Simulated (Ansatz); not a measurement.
Process, species as SMILES: C=C(F)F + 4 [H][H] (H2) → 2 C (CH4) + 2 F (HF)
B3LYP-D3(BJ)/def2-TZVP geometries, fixed; electronic energies without zero-point terms.

Effect of a fitting basis named in the input at r2SCAN/def2-TZVPP with Ansatz (a program for electronic structure), against the last row, where the energy of full hydrogenation is -92.91 kcal/mol. The default fits or decomposes integrals by the program's own choice; accuracy: high also tightens integrals, grids and stops.

| setting | largest shift of a total energy (mEh) | shift of the energy of full hydrogenation (kcal/mol) |
|---|---|---|
| fitting: def2-SV(P)-JKFIT | -0.072 | -0.007 |
| fitting: def2-universal-JKFIT | -0.072 | -0.007 |
| fitting: cc-pVTZ-JKFIT | -0.035 | -0.004 |
| fitting: cc-pVQZ-JKFIT | -0.010 | 0.001 |
| fitting: cc-pV5Z-JKFIT | -0.007 | -0.001 |
| fitting: def2-universal-JFIT | -0.132 | 0.172 |
| accuracy: high | 0.001 | 0.001 |
| accuracy: medium (default) | 0.000 | 0.000 |

Within 0.02 kcal/mol in the energy of full hydrogenation: fitting: def2-SV(P)-JKFIT; fitting: def2-universal-JKFIT; fitting: cc-pVTZ-JKFIT; fitting: cc-pVQZ-JKFIT; fitting: cc-pV5Z-JKFIT; accuracy: high. The largest shift is 0.132 mEh in a total energy and 0.172 kcal/mol in the difference.
